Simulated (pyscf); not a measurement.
PySCF, gas phase, ωB97X-D3(BJ)/def2-SVP geometries. MP2 and CC: frozen core, UHF for open shells. ΔMP2 is the change of the MP2 total energy from the triple- to the quadruple-zeta basis.

What is the homolytic dissociation enthalpy (298 K, CCSD(T)/def2-TZVPP + ΔMP2(QZVPP)) of the Ge–S bond of HS–GeH₃, to SH• + GeH₃•?

Ge–S to SH• + GeH₃•: 330.3 kJ/mol. The CCSD(T) − MP2 part came from Ansatz, without density fitting, on the same reference. The frozen core leaves the outer d or s,p core shells of the metals and heavy elements correlated in the MP2 and CC values, and def2-TZVPP describes them poorly, which can shift differences by a few kcal/mol. Left out: the spin-orbit lowering of SH. Elements up to Kr have no core potential and no relativistic terms here.
